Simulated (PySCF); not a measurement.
Problem. What does the PBE0-D3(BJ)/def2-TZVP structure of `NCCN` (ethylenediamine) look like in three dimensions?

Solution. 
```xyz
12
C2H8N2 angstrom
N      1.8586   -0.4655    0.0366
C      0.4974   -0.2843    0.5090
C     -0.4917    0.2741   -0.5115
N     -1.8497    0.4660   -0.0372
H      2.2449    0.4167   -0.2780
H      1.8760   -1.0907   -0.7609
H      0.5223    0.3779    1.3824
H      0.1297   -1.2506    0.8734
H     -0.1169    1.2353   -0.8829
H     -0.5228   -0.3930   -1.3810
H     -1.8636    1.0961    0.7559
H     -2.2426   -0.4122    0.2801
```

Any rigid rotation of these coordinates is as good. Atoms count from 1 in this order. N1 (primary amine nitrogen) is pyramidal (angles 110.5°, 110.4° and 106.6°, sum 327.5°, 0.38 Å off the plane of its three neighbours). The 4 heavy atoms lie in one plane (0.003 Å rms).

Bonds between heavy atoms (Å): N1–C2 1.452, C2–C3 1.527, C3–N4 1.451.

Computed with PBE0-D3(BJ)/def2-TZVP geometry optimisation, gas phase (PySCF 2.14.0).

Point group: C2h (every atom within 0.08 Å of its image). PBE0-D3(BJ)/def2-TZVP frequencies: not computed here. One conformer, not necessarily the lowest (H–N1–C2–C3 59° and -58°, N1–C2–C3–N4 180°, C2–C3–N4–H 59° and -59°).
